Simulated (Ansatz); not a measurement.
Abridged output of a molecular run in Ansatz:

```
Functional definition: HF
1414 factors; integrals over basis functions are off by at most 1.2e-3 eV
mean field evaluation 1: about -16692.0944 eV, gradient 3.5e1 eV
mean field evaluation 2: about -16692.3817 eV, gradient 3.5e1 eV
mean field evaluation 4: about -16695.4863 eV, gradient 4.2e0 eV
mean field evaluation 8: about -16695.5641 eV, gradient 4.1e-1 eV
mean field evaluation 16: about -16695.5654 eV, gradient 1.2e-6 eV
mean field -16695.56537277 eV, -613.5507107886 hartree, gradient 1.2e-6 eV, S^2 0.000000; 0 other end points of the search recorded, 0 dependent functions left out
9 core orbitals not correlated: weight in the atoms' cores, before any rotation towards them, 1.000 or more for the frozen orbitals, at most 0.000 for the correlated occupied ones
reference -16695.56537277 eV, -613.5507107886 hartree; 15, 15 occupied and 212, 212 virtual orbitals, 1414 factors
second order -25.00515979 eV of doubles, -0.00000000 eV of singles
cycle   1  -25.33879075 eV  change   -3.3e-1 eV  update   1.1e-1
cycle   2  -25.94355775 eV  change   -6.0e-1 eV  update   3.4e-2
cycle   3  -26.08643305 eV  change   -1.4e-1 eV  update   1.7e-2
cycle   4  -26.07852654 eV  change    7.9e-3 eV  update   4.2e-3
cycle   5  -26.07700729 eV  change    1.5e-3 eV  update   1.8e-3
cycle   6  -26.07786376 eV  change   -8.6e-4 eV  update   5.1e-4
cycle   7  -26.07764366 eV  change    2.2e-4 eV  update   2.1e-4
cycle   8  -26.07756299 eV  change    8.1e-5 eV  update   8.0e-5
cycle   9  -26.07757634 eV  change   -1.3e-5 eV  update   3.4e-5
perturbative correction -1.11100993 eV, -0.0408288617 hartree
Total energy: -16722.75395904 eV, -614.5498729049 hartree
```

Its atoms:

```xyz
10

C     1.699    1.085   -0.478
C     0.883    0.062   -0.281
F     1.280   -0.984    0.463
S    -0.687   -0.125   -1.011
C    -1.651   -0.676    0.410
H     1.357    1.947   -1.031
H     2.713    1.058   -0.102
H    -1.235   -1.590    0.828
H    -2.653   -0.880    0.032
H    -1.705    0.103    1.170
```

(1) Which basis set was used?
A. def2-TZVPPD
B. def2-QZVPP
C. def2-TZVPP
D. cc-pV(Q+d)Z

(2) Write the keys of the input that set method, charge and spin (a neutral closed shell needs none for the last two).

Answers

(1) C. It gives 236 functions.

(2) 
```yaml
correlation: {method: ccsd_t}
```
